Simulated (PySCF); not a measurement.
# How methods differ on the ionisation energy of B

B [He] 2s2 2p1 (2P) → B⁺ [He] 2s2 (1S), as a difference of total energies. Computed with PySCF 2.14 in x2c-SVPall (3s2p1d, 14 functions), with scalar relativity by spin-free X2C-1e. Correlated levels: valence: 1s2 frozen. The calculations carry no spin-orbit coupling.

Question: Order these methods by the ionisation energy they give, lowest first.
A. UHF
B. MP2 (valence)
C. BP86
D. CCSD (valence)

Answer: D (8.058 eV), A (8.123 eV), B (8.205 eV), C (8.805 eV).

Errors of the correlated levels include the incompleteness of this basis and the frozen core.

The coupled-cluster amplitudes are large for B⁺ (T1 above 0.03 or a double amplitude above 0.15), so a single reference is strained.

For comparison: 8.297 eV (measured; NIST levels, between the centres of gravity of the two terms).
